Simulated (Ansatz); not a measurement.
What a trial cell of PRu₃ relaxes into

All numbers below come from DFT PBE, scalar-relativistic, plane waves, PAW in Ansatz.

PRu₃ was placed on the Ni3Sn (D0_19) structure type (P6_3/mmc, No. 194), with P in place of Sn, Ru in place of Ni, at a guessed volume.

Input of the last, converged step (default PAW datasets):

```yaml
crystal:
  lattice:
    - [5.5065949185, 0.0, 0.0]
    - [-2.7532974592, 4.7688510878, 0.0]
    - [0.0, 0.0, 4.0811622304]
  atoms:
    - { symbol: P, position: [0.3333333333, 0.6666666667, 0.25] }
    - { symbol: P, position: [0.6666666667, 0.3333333333, 0.75] }
    - { symbol: Ru, position: [0.828000104, 0.6560002079, 0.25] }
    - { symbol: Ru, position: [0.171999896, 0.828000104, 0.75] }
    - { symbol: Ru, position: [0.3439997921, 0.171999896, 0.25] }
    - { symbol: Ru, position: [0.171999896, 0.3439997921, 0.75] }
    - { symbol: Ru, position: [0.828000104, 0.171999896, 0.25] }
    - { symbol: Ru, position: [0.6560002079, 0.828000104, 0.75] }
basis:
  ecutwfc: 420
kpoints:
  mp_grid: { grid: [12, 12, 10] }
hamiltonian:
  xc: pbe
scf:
  occupations: { method: gaussian, width: 0.1 }
output:
  forces: true
  stress: true
  eigenvalues: true
relax:
  adjacent_minimum: "off"
  f_tol: 0.01
  max_steps: 80
  cell: { stress_tol: 0.05 }
```

Launched as:

```bash
ansatz run input.yaml --threads 1 --pin off --max-ram 2560MiB --backend cpu --events-out ev --progress --plain --runs-dir out
```

The run took 3.3 min on 1 thread of Arm Neoverse V1 (shared host), peak memory 0.77 GiB.

The program printed at the end:

```
SCF converged after 7 iterations
Free energy (F): -36782.586803 eV
Harris-Foulkes:  -36782.586803 eV  (|F-HF|=0.00e0)
Internal energy: -36782.544032 eV  (E = F + TS)
E sigma→0 (E₀):  -36782.565418 eV
Entropy (-TS):   -0.042771 eV (-5.346 meV/atom)
Fermi energy:    21.115028 eV
--- Per-component energies (eV) ---
  E_band       = -397.409955
  E_kinetic    = 3243.491297
  E_local      = -8885.736014  (includes V_loc(G=0)·N_el)
  E_nonlocal   = 2132.543515
  E_hartree    = 3012.655220
  E_xc         = -1269.638251
  E_vxc        = -1561.713209  (∫ρ·V_xc dr)
  E_paw        = -21907.286063  (= ΣΔE_a)
  E_vpaw       = -1351.304848  (= ΣTr[D̂ρ^β])
  E_aug_tail   = -0.001138  (compensation charges beyond the density's cutoff)
  E_ewald      = -13108.572598
  E_smearing   = -0.042771  (= −TS)
  E_closure    = 0.000000  (closes the sum)
  Σ components = -36782.586803   (vs F -36782.586803, Δ=0.00e0)
--- Forces (eV/Å), atoms counted from 1 ---
  atom   1  P      0.00000000     0.00000000     0.00000000
  atom   2  P      0.00000000     0.00000000     0.00000000
  atom   3  Ru     0.00000000     0.00320800     0.00000000
  atom   4  Ru    -0.00277821     0.00160400     0.00000000
  atom   5  Ru    -0.00277821    -0.00160400     0.00000000
  atom   6  Ru     0.00000000    -0.00320800     0.00000000
  atom   7  Ru     0.00277821    -0.00160400     0.00000000
  atom   8  Ru     0.00277821     0.00160400     0.00000000
  max |Σ_I F_I| component: 3.56e-17 eV/Å
--- Stress (GPa, compression-positive) ---
       -0.004810       0.000000       0.000000
        0.000000      -0.004810       0.000000
        0.000000       0.000000       0.024802
  P = ⅓ Tr σ = 0.0051 GPa (0.051 kbar)
--- Relaxed structure (3 steps of the walk, 3 accepted, 1 SCFs on fresh bases) ---
  F+E_penalty+E_count = -36782.58680324 eV   max|allowed force component| = 3.208e-3 eV/Å   (the final SCF, on the basis selected at the relaxed cell)
  cell:  # Å, volume = 107.0959 Å³
    - [5.499939, 0.000000, 0.0]
    - [-2.749969, 4.763087, 0.0]
    - [0.0, 0.0, 4.088149]
  atoms:
    - { symbol: P, position: [0.333333, 0.666667, 0.25] }
    - { symbol: P, position: [0.666667, 0.333333, 0.75] }
    - { symbol: Ru, position: [0.827972, 0.655945, 0.25] }
    - { symbol: Ru, position: [0.172028, 0.827972, 0.75] }
    - { symbol: Ru, position: [0.344055, 0.172028, 0.25] }
    - { symbol: Ru, position: [0.172028, 0.344055, 0.75] }
    - { symbol: Ru, position: [0.827972, 0.172028, 0.25] }
    - { symbol: Ru, position: [0.655945, 0.827972, 0.75] }
```

Total energies depend on the potentials used, so only differences within one code and one set of settings carry meaning.

The result has space group P6_3/mmc (No. 194). Around P lie 6 Ru at 2.56 Å and 6 Ru at 2.75 Å; Ru has 2 P at 2.56 Å, 6 Ru at 2.62–2.66 Å, 2 P at 2.75 Å and 2 Ru at 2.84 Å.

Against the elements it lies at 0.12 eV/atom. Energies over the elements count from the elements' standard structures at the same level, with no empirical corrections.

The k mesh leaves about 4 meV/atom of noise in metals.

Symmetry constrained the relaxation, so the result can be a saddle point.